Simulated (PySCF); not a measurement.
Compound: phosphorus pentafluoride, PF5.
SMILES with atom numbers: `[F:1][P:2]([F:3])([F:4])([F:5])[F:6]`

Level: CAM-B3LYP/def2-SVPD in PySCF, non-relativistic, on one gas-phase PBE0-D3(BJ)/def2-SVP geometry that isn't relaxed in the solvent. The solvent is an IEF-PCM continuum (van der Waals radii × 1.2). Only the electrostatic response of the medium enters.

Gas phase at CAM-B3LYP/def2-SVPD: HOMO -13.97 eV, LUMO 0.19 eV, dipole 0.01 D.

**Question.** What does the continuum do to the energy, the frontier levels and the dipole at CAM-B3LYP/def2-SVPD in chloroform?

**Answer.** 
| solvent | ε | E(solvent) − E(gas) (kcal/mol) | polarisation term (kcal/mol) | distortion of the solute (kcal/mol) | HOMO (eV) | LUMO (eV) | dipole (D) |
| --- | --- | --- | --- | --- | --- | --- | --- |
| chloroform | 4.711 | -1.60 | -1.66 | 0.06 | -13.84 | 0.34 | 0.01 |

The first energy column is the sum of the next two and covers electrostatics alone. Charge and dipole vanish, so a point-dipole model would give no lowering at all.

**Question.** How does the static polarisability (CAM-B3LYP/def2-SVPD, frozen core, with the continuum's full static response) change?

**Answer.** 
```json
{"medium": "gas", "isotropic (au)": "26.5", "principal values (au)": "26.1, 26.2, 27.1", "⟨r²⟩ of the electrons (bohr²)": "486.5"}
{"medium": "chloroform", "isotropic (au)": "30.0", "principal values (au)": "29.7, 29.7, 30.6", "⟨r²⟩ of the electrons (bohr²)": "486.8"}
```

The isotropic value in chloroform is 1.13 times the gas-phase one; no cavity-field correction is applied. ⟨r²⟩ is taken about the centre of nuclear charge.

The run took 13 s of wall time on one thread, Arm Neoverse V2 (aarch64), shared host with 32 logical CPUs at a one-minute load of 31, and the process peaked at 0.64 GiB of memory. This is the whole response run at CAM-B3LYP/def2-SVPD in chloroform, SCF included.
